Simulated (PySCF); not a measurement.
Compound: C₃H₅N.
Atom-mapped SMILES: `[CH2:1]=[CH:2][N:3]=[CH2:4]` (hydrogens: H5, H6 on C1; H7 on C2; H8, H9 on C4)

Geometry (PBE0-D3(BJ)/def2-SVP, Å), atoms numbered from 1 in this order:
```
atom  x, y, z in Å
C1     1.7559    0.1158   -0.1032
C2     0.4790   -0.0174    0.2714
N3    -0.5571    0.0367   -0.6557
C4    -1.7475   -0.0890   -0.2328
H5     2.0021    0.2705   -1.1566
H6     2.5662    0.0748    0.6271
H7     0.2177   -0.1731    1.3330
H8    -2.0011   -0.2396    0.8359
H9    -2.5825   -0.0481   -0.9448
```

Computed with PBE0-D3(BJ)/def2-SVP geometry optimisation, gas phase in PySCF 2.14.0.

Masses are those of the commonest isotopes; rigid-rotor values at the optimised geometry. The values belong to one conformer with, in the numbering `[CH2:1]=[CH:2][N:3]=[CH2:4]`, C1–C2–N3–C4 180°.

Problem. Give the principal moments of inertia and the rotational constants in MHz.

Solution. Ia = 10.48, Ib = 103.40, Ic = 113.88 u·Å²; 505379 MHz·u·Å²/I gives A = 48211, B = 4888, C = 4438 MHz.

Problem. Classify the top.

Solution. A near-prolate asymmetric top. Ray's parameter κ = (2B − A − C)/(A − C) = -0.979; −1 is the prolate and +1 the oblate limit.

Problem. Is it planar, by Δ = Ic − Ia − Ib?

Solution. Planar: Δ = Ic − Ia − Ib = 0.00 u·Å². For a rigid frame Δ = −2 Σ m c², so it vanishes when all atoms lie in the ab plane; here none is more than 0.01 Å from it.

Problem. List the rotational levels J(Ka,Kc) to J = 4 (MHz).

Solution. Above 0(0,0):
J = 1: 1(0,1) 9325, 1(1,1) 52649, 1(1,0) 53098
J = 2: 2(0,2) 27973, 2(1,2) 70850, 2(1,1) 72199, 2(2,1) 202169, 2(2,0) 202172
J = 3: 3(0,3) 55935, 3(1,3) 98149, 3(1,2) 100848, 3(2,2) 230145, 3(2,1) 230162, 3(3,1) 447887, 3(3,0) 447887
J = 4: 4(0,4) 93202, 4(1,4) 134544, 4(1,3) 139043, 4(2,3) 267444, 4(2,2) 267496, 4(3,2) 485196, 4(3,1) 485196, 4(4,1) 790026, 4(4,0) 790026

Problem. Which types of transition are allowed, and where do some lines up to J = 5 fall?

Solution. The dipole components are |μa| = 0.35 D, |μb| = 1.35 D, |μc| = 0.00 D; the mirror of this Cs structure is the ab plane, so μc vanishes by symmetry (the 0.01 D computed is a residue) and there are no c-type lines. The squared components, which scale the intensities, stand as 0.07 : 1.00 (a : b). Some lines, for components of 0.1 D or more:

```
type  branch         J(Ka,Kc)     MHz  lower level (cm⁻¹)
   a       Q  4(1,3) ← 4(1,4)    4499               4.488
   b       R  5(0,5) ← 4(1,4)    5216               4.488
   a       Q  5(1,4) ← 5(1,5)    6748               6.005
   a       R  2(0,2) ← 1(0,1)   18647               0.311
   a       R  4(0,4) ← 3(0,3)   37267               1.866
   a       R  5(4,2) ← 4(4,1)   46635              26.352
   a       R  5(3,2) ← 4(3,1)   46639              16.184
   b       Q  5(1,4) ← 5(0,5)   47019               4.662
   b       Q  4(2,2) ← 4(1,3)  128454               4.638
   b       R  4(2,3) ← 3(1,2)  166596               3.364
   b       R  4(2,2) ← 3(1,3)  169347               3.274
   b       R  5(2,3) ← 4(1,4)  179641               4.488
   b       Q  4(3,2) ← 4(2,3)  217752               8.921
   b       R  3(3,1) ← 2(2,0)  245715               6.744
   b       R  4(4,1) ← 3(3,0)  342139              14.940
   b       R  4(4,0) ← 3(3,1)  342139              14.940
   b       R  5(4,2) ← 4(3,1)  351465              16.184
   b       Q  5(5,0) ← 5(4,1)  391925              27.908
   b       Q  5(5,1) ← 5(4,2)  391925              27.908
   b       R  5(5,0) ← 4(4,1)  438560              26.352
```

Problem. Estimate the classical rotational partition function at 25 K and 50 K.

Solution. Point group Cs, symmetry number σ = 1; q = (√π/σ)·√((kT/h)³/(ABC)), k/h = 20836.6 MHz/K: 652 at 25 K, 1840 at 50 K.

No frequency check. Constants of a rigid frame at the computed geometry: no zero-point averaging, no centrifugal distortion. Quadrupole hyperfine structure (14N) is left out.
